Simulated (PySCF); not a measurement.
# `C1=NC1`, C₂H₃N

Geometry:
| atom | x (Å) | y (Å) | z (Å) |
| --- | --- | --- | --- |
| C1 | 0.837 | -0.058 | -0.018 |
| N2 | 0.276 | -0.644 | 0.933 |
| C3 | -0.607 | 0.075 | -0.043 |
| H4 | 1.771 | 0.170 | -0.471 |
| H5 | -1.199 | -0.532 | -0.716 |
| H6 | -1.074 | 0.991 | 0.294 |

The calculation used GIAO KT2/6-311+G(2d,p) magnetisability, rotational g tensor and spin-rotation constants, non-relativistic, gas phase in PySCF 2.14.0. Geometry: GFN2-xTB.

(1) What are the magnetisability and the molar susceptibility?

(2) Split it along the inertial axes a, b, c into diamagnetic and paramagnetic parts about the centre of mass, with the quadrupole moment.

(3) And the rotational g tensor?

Results:

(1) Isotropic -376 × 10⁻³⁰ J/T², or -22.6 × 10⁻⁶ cm³/mol; principal values -600, -351, -176 × 10⁻³⁰ J/T², anisotropy 368 × 10⁻³⁰ J/T² (root of half the summed squared differences of the principal values). The susceptibility is in cgs units.

(2) 
```
axis  χ (10⁻⁶ cm³/mol)  diamagnetic (10⁻⁶ cm³/mol)  paramagnetic (10⁻⁶ cm³/mol)  summed x² of all electrons (Å²)  quadrupole Θ (D Å)
   a             -18.9                       -70.0                         51.1                             16.3               +1.23
   b             -12.8                       -92.0                         79.1                             11.2               -1.61
   c             -36.1                      -116.6                         80.5                              5.4               +0.38
```
Anisotropies 2χaa − χbb − χcc = +11.0 and 2χbb − χaa − χcc = +29.4 × 10⁻⁶ cm³/mol. Θ is traceless in Buckingham's convention.

(3) 
```csv
axis,rotational constant (GHz),g,nuclear part,electronic part
a,35.8591,-0.2261,0.6345,-0.8607
b,23.1861,-0.1948,0.6673,-0.8621
c,15.5453,+0.0310,0.6186,-0.5876
```
Asymmetric top; isotopes 12C, 1H, 14N; no vibrational averaging.
